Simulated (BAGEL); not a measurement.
# ROHF/def2-SVP (density fitting with qzvpp-jkfit) run of C3H3FO+ (SMILES O=C[CH+][CH]F)

Aim: the vertical doublet–quartet gap of C3H3FO+ at ROHF/def2-SVP (density fitting with qzvpp-jkfit), from 2 runs. 

The results are computed with BAGEL 1.2.2.

2 further runs of the same task are left out: 2 set aside as unsound or not needed.

### Step 1. The system as given

C3H3FO+ has 8 atoms, charge +1, and is taken as a doublet. As SMILES, `O=C[CH+][CH]F`. The coordinates come from a GFN2-xTB relaxation. This is one conformer, not always the lowest.

Bond lengths: O1–C2 1.176 Å, C2–C3 1.464 Å, C3–C4 1.344 Å, C4–F5 1.291 Å, C2–H6 1.130 Å, C3–H7 1.078 Å, C4–H8 1.096 Å. Angles: O1–C2–C3 130.0°, C2–C3–C4 117.4°, C3–C4–F5 123.9°, O1–C2–H6 121.3°, C3–C2–H6 108.8°, C2–C3–H7 120.4°, C4–C3–H7 122.2°, C3–C4–H8 122.1°, F5–C4–H8 114.0°.

### Step 2. A single-point energy at ROHF/def2-SVP (density fitting with qzvpp-jkfit)

calc.json

```json
{ "bagel" : [

{
  "title" : "molecule",
  "basis" : "svp",
  "df_basis" : "qzvpp-jkfit",
  "angstrom" : true,
  "geometry" : [
    { "atom" : "O", "xyz" : [   -1.062020,    0.458490,    1.557490 ] },
    { "atom" : "C", "xyz" : [    0.008780,    0.570000,    1.084550 ] },
    { "atom" : "C", "xyz" : [    0.528960,    0.077050,   -0.192230 ] },
    { "atom" : "C", "xyz" : [   -0.313010,   -0.615590,   -0.977330 ] },
    { "atom" : "F", "xyz" : [   -1.541510,   -0.866090,   -0.670790 ] },
    { "atom" : "H", "xyz" : [    0.832510,    1.125540,    1.622510 ] },
    { "atom" : "H", "xyz" : [    1.550370,    0.270870,   -0.476290 ] },
    { "atom" : "H", "xyz" : [   -0.004080,   -1.020270,   -1.947900 ] }
  ]
},
{
  "title" : "rohf",
  "charge" : 1,
  "nopen" : 1
},
{
  "title" : "print",
  "file" : "orbitals.molden",
  "orbitals" : true
}

]}
```

On the command line:

```
$ BAGEL_NUM_THREADS=1 BAGEL calc.json > calc.out
```

The log of the run:

```text
* using 1 threads per process

  ===============================================================
  ===============================================================

  *** Geometry ***

  { "atom" : "O", "xyz" : [     -2.006927,      0.866421,      2.943230 ] },
  { "atom" : "C", "xyz" : [      0.016592,      1.077144,      2.049502 ] },
  { "atom" : "C", "xyz" : [      0.999590,      0.145603,     -0.363262 ] },
  { "atom" : "C", "xyz" : [     -0.591503,     -1.163297,     -1.846886 ] },
  { "atom" : "F", "xyz" : [     -2.913032,     -1.636673,     -1.267609 ] },
  { "atom" : "H", "xyz" : [      1.573216,      2.126962,      3.066100 ] },
  { "atom" : "H", "xyz" : [      2.929775,      0.511870,     -0.900058 ] },
  { "atom" : "H", "xyz" : [     -0.007710,     -1.928031,     -3.680998 ] },

  Number of auxiliary basis functions:      433

  Since a DF basis is specified, we compute 2- and 3-index integrals:
    o Being stored without compression. Storage requirement is 0.025 GB

  Number of basis functions:       85
  Number of electrons      :       38

    * METHOD: MOLECULE                             0.26

  *** Open-shell HF ***

  === Nuclear Repulsion ===
   162.0359002782

      * DIIS with orbital gradients will be used.

  === ROHF iteration (svp) ===
      0       -288.78623994          0.03694707           0.12
      1       -288.89098393          0.03266427           0.12
      2       -288.93439647          0.02644713           0.11
      3       -289.03090362          0.00426175           0.12
      4       -289.03951162          0.00280143           0.12
      5       -289.04590958          0.00161414           0.14
      6       -289.04833250          0.00047653           0.12
      7       -289.04936563          0.00017896           0.12
      8       -289.04934377          0.00005861           0.12
      9       -289.04934123          0.00003099           0.13
     10       -289.04935836          0.00001636           0.12
     11       -289.04935711          0.00001021           0.12
     12       -289.04935973          0.00000641           0.12
     13       -289.04935980          0.00000277           0.12
     14       -289.04936010          0.00000099           0.12
     15       -289.04935995          0.00000040           0.12
     16       -289.04935983          0.00000024           0.12
     17       -289.04935983          0.00000017           0.11
     18       -289.04935982          0.00000013           0.12
     19       -289.04935982          0.00000011           0.11
     20       -289.04935982          0.00000008           0.12
     21       -289.04935982          0.00000004           0.11
     22       -289.04935982          0.00000002           0.12
     23       -289.04935983          0.00000001           0.12
    * SCF iteration converged.

    * S^2 (ROHF) is 0.7500

    * Permanent dipole moment:
           (   -1.533443,    -0.602283,    -0.171653) a.u.

    * METHOD: ROHF                                 3.02

    * METHOD: PRINT                                0.02

  ===============================================================
```

It took 3.6 s on 1 thread of Intel Xeon Platinum 8259CL at 2.50GHz (Skylake/Cascade Lake), shared host; peak memory 0.1 GiB.

### Step 3. The quartet at the same level

job.json

```json
{ "bagel" : [

{
  "title" : "molecule",
  "basis" : "svp",
  "df_basis" : "qzvpp-jkfit",
  "angstrom" : true,
  "geometry" : [
    { "atom" : "O", "xyz" : [   -1.062020,    0.458490,    1.557490 ] },
    { "atom" : "C", "xyz" : [    0.008780,    0.570000,    1.084550 ] },
    { "atom" : "C", "xyz" : [    0.528960,    0.077050,   -0.192230 ] },
    { "atom" : "C", "xyz" : [   -0.313010,   -0.615590,   -0.977330 ] },
    { "atom" : "F", "xyz" : [   -1.541510,   -0.866090,   -0.670790 ] },
    { "atom" : "H", "xyz" : [    0.832510,    1.125540,    1.622510 ] },
    { "atom" : "H", "xyz" : [    1.550370,    0.270870,   -0.476290 ] },
    { "atom" : "H", "xyz" : [   -0.004080,   -1.020270,   -1.947900 ] }
  ]
},
{ "title" : "rohf", "charge" : 1, "nopen" : 3 },
{ "title" : "print", "file" : "orbitals.molden", "orbitals" : true }

]}
```

On the command line:

```
$ BAGEL_NUM_THREADS=1 BAGEL job.json > job.out
```

The log of the run:

```text
* using 1 threads per process

  ===============================================================
  ===============================================================

  *** Geometry ***

  { "atom" : "O", "xyz" : [     -2.006927,      0.866421,      2.943230 ] },
  { "atom" : "C", "xyz" : [      0.016592,      1.077144,      2.049502 ] },
  { "atom" : "C", "xyz" : [      0.999590,      0.145603,     -0.363262 ] },
  { "atom" : "C", "xyz" : [     -0.591503,     -1.163297,     -1.846886 ] },
  { "atom" : "F", "xyz" : [     -2.913032,     -1.636673,     -1.267609 ] },
  { "atom" : "H", "xyz" : [      1.573216,      2.126962,      3.066100 ] },
  { "atom" : "H", "xyz" : [      2.929775,      0.511870,     -0.900058 ] },
  { "atom" : "H", "xyz" : [     -0.007710,     -1.928031,     -3.680998 ] },

  Number of auxiliary basis functions:      433

  Since a DF basis is specified, we compute 2- and 3-index integrals:
    o Being stored without compression. Storage requirement is 0.025 GB

  Number of basis functions:       85
  Number of electrons      :       38

    * METHOD: MOLECULE                             0.27

  *** Open-shell HF ***

  === Nuclear Repulsion ===
   162.0359002782

      * DIIS with orbital gradients will be used.

  === ROHF iteration (svp) ===
      0       -288.65771993          0.03664988           0.12
      1       -288.74700770          0.03463856           0.12
      2       -288.79577153          0.02890556           0.12
      3       -288.91931585          0.00408246           0.12
      4       -288.92912722          0.00273240           0.13
      5       -288.93476394          0.00155879           0.12
      6       -288.93693298          0.00048836           0.12
      7       -288.93800425          0.00012912           0.12
      8       -288.93790810          0.00007792           0.12
      9       -288.93794567          0.00003644           0.12
     10       -288.93794110          0.00002506           0.12
     11       -288.93794645          0.00001260           0.12
     12       -288.93794807          0.00000719           0.12
     13       -288.93794814          0.00000281           0.14
     14       -288.93794731          0.00000134           0.12
     15       -288.93794725          0.00000084           0.11
     16       -288.93794729          0.00000033           0.11
     17       -288.93794736          0.00000019           0.11
     18       -288.93794740          0.00000010           0.11
     19       -288.93794742          0.00000006           0.11
     20       -288.93794743          0.00000004           0.11
     21       -288.93794743          0.00000003           0.12
     22       -288.93794743          0.00000002           0.12
     23       -288.93794743          0.00000001           0.12
    * SCF iteration converged.

    * S^2 (ROHF) is 3.7500

    * Permanent dipole moment:
           (   -2.041995,    -0.570310,     0.215447) a.u.

    * METHOD: ROHF                                 3.00

    * METHOD: PRINT                                0.02

  ===============================================================
```

Run time: 3.6 s. Hardware: 1 thread of Intel Xeon Platinum 8259CL at 2.50GHz (Skylake/Cascade Lake), shared host; peak memory 0.1 GiB.

### Step 4. Outcome

At ROHF/def2-SVP (density fitting with qzvpp-jkfit):

```
                                        quantity          value
                           doublet: total energy  -289.04936 Eh
                                   doublet: ⟨S²⟩          0.750
                           quartet: total energy  -288.93795 Eh
                                   quartet: ⟨S²⟩          3.750
vertical energy of the quartet above the doublet       3.032 eV
```

What this shows: At this shape the quartet lies 3.03 eV (70 kcal/mol) above the doublet.
